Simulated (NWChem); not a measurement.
Molecule: pyrazine (C$_{4}$H$_{4}$N$_{2}$); SMILES c1cnccn1

Program: NWChem. Pople sets run with spherical d functions. Structure relaxed at the B3LYP/6-31G* (spherical d) level. Level: B3LYP/6-31G* with SMD (1 M gas to 1 M solution), gas-phase geometry.

For solvent water:

```
Property                          Result
--------------------------------  ------
solvation free energy (kcal/mol)    -6.0
```

Question: What are these values for solvent toluene?

Answer: 
- solvation free energy (kcal/mol): -4.3
